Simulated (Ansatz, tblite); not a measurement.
# B(PH3)H3 (BPH6): rung by rung

The task here is to estimate one member of a computed series from the others.

The runs use Ansatz 0.2.0, Gaussian basis; as each input shows.

Plan: GFN1-xTB, GFN2-xTB, PBE-D4/def2-TZVP, r2SCAN-D4/def2-TZVP, ωB97M-V/def2-TZVP, BHLYP-D4/def2-TZVP, HSE06-D4/def2-TZVP, LDA/def2-TZVP, CAM-B3LYP-D4/def2-TZVP, B97M-V/def2-TZVP, HF/def2-TZVP, PBE-D4/def2-SVP, PBE0-D4/def2-SVP, PBE0-D4/def2-TZVPD, PBE-D4/def2-TZVPD, r2SCAN-D4/def2-TZVPD, CCSD(T)/def2-TZVPP, MP2/def2-TZVP, RPA/def2-TZVP, CCSD(T)/def2-TZVPD.

**The structure**

The singlet was relaxed beforehand with PBE0-D4/def2-TZVP.

8 atoms, charge 0, spin multiplicity 1.

Bond lengths: B1–P2 1.911 Å, B1–H6 1.209 Å, B1–H7 1.209 Å, B1–H8 1.209 Å, P2–H3 1.408 Å, P2–H4 1.408 Å, P2–H5 1.408 Å. Angles: P2–B1–H6 103.7°, P2–B1–H7 103.8°, P2–B1–H8 103.8°, H6–B1–H7 114.5°, H6–B1–H8 114.5°, H7–B1–H8 114.5°, B1–P2–H3 118.0°, B1–P2–H4 118.0°, B1–P2–H5 118.1°, H3–P2–H4 99.7°, H3–P2–H5 99.7°, H4–P2–H5 99.7°.

PBE0-D4/def2-TZVP was run before; its log isn't repeated, and its numbers join the tables.

The first run:

Tight binding, by tblite at 300 K electronic temperature and without a spin-polarisation term:

```python
tblite.interface.Calculator('GFN1-xTB', numbers, positions, charge=0, uhf=0).singlepoint()
```

Tight binding, by tblite at 300 K electronic temperature and without a spin-polarisation term:

```python
tblite.interface.Calculator('GFN2-xTB', numbers, positions, charge=0, uhf=0).singlepoint()
```

start.molden holds the orbitals of an earlier run on this state, given as this run's starting guess.

File in.yaml:

```yaml
crystal:
  periodic: [false, false, false]
  atoms:
    - {symbol: B, position_ang: [-0.004118, 0.009185, -1.095247]}
    - {symbol: P, position_ang: [0.002381, -0.006470, 0.815182]}
    - {symbol: H, position_ang: [0.691579, 1.024435, 1.482848]}
    - {symbol: H, position_ang: [0.559900, -1.124822, 1.464759]}
    - {symbol: H, position_ang: [-1.235622, 0.063821, 1.483038]}
    - {symbol: H, position_ang: [1.167755, -0.052590, -1.387021]}
    - {symbol: H, position_ang: [-0.535668, 1.058719, -1.374197]}
    - {symbol: H, position_ang: [-0.646197, -0.972278, -1.389351]}
basis:
  gaussian: {orbitals: def2-TZVP, initial_orbitals: start.molden}
hamiltonian: {xc: pbe, dispersion: d4}
scf: {omitted_lower_state_checks: [starts]}
output: {forces: true, orbitals: {seedname: orbitals}}
```

Launch:

```
$ ansatz run in.yaml --threads 4 --pin off --events-out ev --progress --plain --max-ram 3916MiB
```

Steps of the session up to this table: PBE-D4/def2-TZVP; r2SCAN-D4/def2-TZVP; ωB97M-V/def2-TZVP; BHLYP-D4/def2-TZVP; HSE06-D4/def2-TZVP; LDA/def2-TZVP; CAM-B3LYP-D4/def2-TZVP; B97M-V/def2-TZVP; HF/def2-TZVP; PBE-D4/def2-SVP; PBE0-D4/def2-SVP; PBE0-D4/def2-TZVPD; PBE-D4/def2-TZVPD; r2SCAN-D4/def2-TZVPD; CCSD(T)/def2-TZVPP; MP2/def2-TZVP; RPA/def2-TZVP; CCSD(T)/def2-TZVPD.

One of the session's tables, all rows but one given; the rest of the session is left out.

| level | HOMO (eV) | LUMO (eV) | gap (eV) |
| --- | --- | --- | --- |
| HF/def2-TZVP | -11.91 | 3.07 | 14.98 |
| LDA/def2-TZVP | ? | ? | ? |
| PBE-D4/def2-SVP | -7.11 | -0.13 | 6.98 |
| PBE-D4/def2-TZVP | -7.30 | -0.49 | 6.82 |
| PBE-D4/def2-TZVPD | -7.31 | -0.85 | 6.46 |
| r2SCAN-D4/def2-TZVP | -7.61 | -0.13 | 7.48 |
| r2SCAN-D4/def2-TZVPD | -7.61 | -0.17 | 7.44 |
| B97M-V/def2-TZVP | -7.68 | -0.38 | 7.30 |
| PBE0-D4/def2-SVP | -8.48 | 0.79 | 9.27 |
| PBE0-D4/def2-TZVP | -8.62 | 0.43 | 9.05 |
| PBE0-D4/def2-TZVPD | -8.62 | -0.20 | 8.42 |
| HSE06-D4/def2-TZVP | -8.21 | 0.06 | 8.28 |
| BHLYP-D4/def2-TZVP | -9.89 | 1.08 | 10.97 |
| CAM-B3LYP-D4/def2-TZVP | -10.04 | 1.22 | 11.27 |
| ωB97M-V/def2-TZVP | -10.93 | 1.92 | 12.85 |

Q: Estimate the row for LDA/def2-TZVP from the others.

As computed: HOMO (eV): -7.33; LUMO (eV): -0.62; gap (eV): 6.71. In the column «HOMO (eV)» it lies between r2SCAN-D4/def2-TZVPD (-7.61) and PBE-D4/def2-TZVPD (-7.31).
